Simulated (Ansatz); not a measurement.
`NBS` + HCl → `SBCl` + NH₃  (ligand exchange at a B–N bond)

Isolated molecules relaxed with PBE0-D4/def2-TZVP in Ansatz; ΔE leaves out vibrations. CCSD(T)/CBS is the MP2 limit (def2-TZVPP, def2-QZVPP) plus CCSD(T) − MP2 in def2-TZVPP, frozen cores. This one scheme is used for every species. Functionals use def2-TZVPP. One conformer a species, not always the lowest.

(1) Is it downhill or uphill in electronic energy at CCSD(T)/CBS, and by how much? (Estimate.)

(2) What do these levels give: PBE-D4, B97M-V, r2SCANh-D4, CAM-B3LYP, RPA@PBE/def2-TZVPP, MP2/def2-QZVPP? (An estimate is asked.)

Largest T1 diagnostic among the species: 0.013.

Answers

(1) The calculation gave: Uphill: ΔE = +0.29 eV.

(2) Computed: PBE-D4 0.28, B97M-V 0.26, r2SCANh-D4 0.30, CAM-B3LYP 0.38, RPA@PBE/def2-TZVPP 0.29, MP2/def2-QZVPP 0.27 eV.

From BLYP to BHLYP (50 % exact exchange), in def2-TZVPP and without D4, ΔE moves by +0.05 eV. At CCSD(T), def2-SVP lies +0.05 eV from the extrapolated value and def2-TZVPP +0.01 eV. Leaving LDA and LC-ωPBE aside and taking each functional with its dispersion term where it has one, the values, not all of them listed here, spread over 0.12 eV, from B97M-V to CAM-B3LYP-D4. LDA lies +0.10 eV from PBE without D4.
